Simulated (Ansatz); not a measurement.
Input file:

```yaml
crystal:
  periodic: [false, false, false]
  atoms:
    - {symbol: Ge, position_ang: [0.100566, -0.002184, 1.222783]}
    - {symbol: Ge, position_ang: [-0.064308, 0.006190, -1.220870]}
    - {symbol: H, position_ang: [-0.697446, 1.226048, 1.799003]}
    - {symbol: H, position_ang: [-0.614337, -1.333785, 1.817217]}
    - {symbol: H, position_ang: [-0.717396, 1.151646, -1.886526]}
    - {symbol: H, position_ang: [-0.583866, -1.332655, -1.867560]}
basis:
  gaussian: {orbitals: cc-pVDZ}
magnetization: {spin_polarized: true, initial_magnetization: 2}
correlation: {method: ccsdt_q, electrons: outside_noble_gas}
```

```sh
$ ansatz run in.yaml --threads 1 --pin off --events-out ev --progress --plain --max-ram 2393MiB
```

Output:

```
1497 factors; integrals over basis functions are off by at most 1.6e-7 eV
mean field evaluation 1: about -113005.9631 eV, gradient 8.6e0 eV
mean field evaluation 2: about -113005.9670 eV, gradient 8.6e0 eV
mean field evaluation 4: about -113007.0552 eV, gradient 9.7e-1 eV
mean field evaluation 8: about -113007.0765 eV, gradient 2.6e-4 eV
mean field evaluation 16: about -113007.0704 eV, gradient 1.7e-1 eV
mean field -113007.07639998 eV, -4152.9334587517 hartree, gradient 4.2e-6 eV, S^2 2.010995; 0 other end points of the search recorded, 0 dependent functions left out
28 core orbitals not correlated: weight in the atoms' cores, before any rotation towards them, 0.999 or more for the frozen orbitals, at most 0.000 for the correlated occupied ones
reference -113007.07639998 eV, -4152.9334587517 hartree; 7, 5 occupied and 39, 41 virtual orbitals, 1497 factors
second order -4.40387105 eV of doubles, -0.00000000 eV of singles
cycle   1  -5.21717788 eV  change   -8.1e-1 eV  update   7.8e-2
cycle   2  -5.66035035 eV  change   -4.4e-1 eV  update   3.3e-2
cycle   3  -5.69785202 eV  change   -3.8e-2 eV  update   1.1e-2
cycle   4  -5.70316374 eV  change   -5.3e-3 eV  update   4.9e-3
cycle   5  -5.70349638 eV  change   -3.3e-4 eV  update   1.8e-3
cycle   6  -5.70242786 eV  change    1.1e-3 eV  update   9.4e-4
cycle   7  -5.70277475 eV  change   -3.5e-4 eV  update   4.2e-4
cycle   8  -5.70318394 eV  change   -4.1e-4 eV  update   2.0e-4
cycle   9  -5.70311956 eV  change    6.4e-5 eV  update   9.3e-5
cycle  10  -5.70302786 eV  change    9.2e-5 eV  update   4.4e-5
cycle  11  -5.70303638 eV  change   -8.5e-6 eV  update   2.1e-5
cycle  12  -5.70305135 eV  change   -1.5e-5 eV  update   1.1e-5
cycle  13  -5.70306464 eV  change   -1.3e-5 eV  update   4.6e-6
cycle  14  -5.70306497 eV  change   -3.3e-7 eV  update   2.2e-6
cycle  15  -5.70306167 eV  change    3.3e-6 eV  update   1.0e-6
cycle  16  -5.70306075 eV  change    9.2e-7 eV  update   4.6e-7
perturbative correction -0.00510192 eV, -0.0001874923 hartree
Total energy: -113012.78456266 eV, -4153.1432298609 hartree
```

Ran on 1 thread of Arm Neoverse V2, shared host: 89 s wall, 0.78 GiB peak host memory.
